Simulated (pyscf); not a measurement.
PySCF, gas phase, ωB97X-D3(BJ)/def2-SVP geometries.

Q: For the elementary gas-phase step •H₂Si–O–SiH₃ (SMILES [SiH2]O[SiH3]) + F–CH₂–F (SMILES FCF) → F–SiH₂–O–SiH₃ (SMILES F[SiH2]O[SiH3]) + •H₂C–F (SMILES [CH2]F) (doublet surface; C–F broken, F–Si formed), what barrier and reaction energy does ωB97M-D3(BJ)/def2-TZVP give, measured from the separated reactants?

A: ΔE‡ = 1.12 eV, ΔE = -1.64 eV. Zero-point energy shifts the barrier by -0.04 eV. It is an atom transfer, with an imaginary mode of 1121i cm⁻¹. This is the saddle that the search found; another between the same sides may lie lower. The angle at the transferred F is 160°.
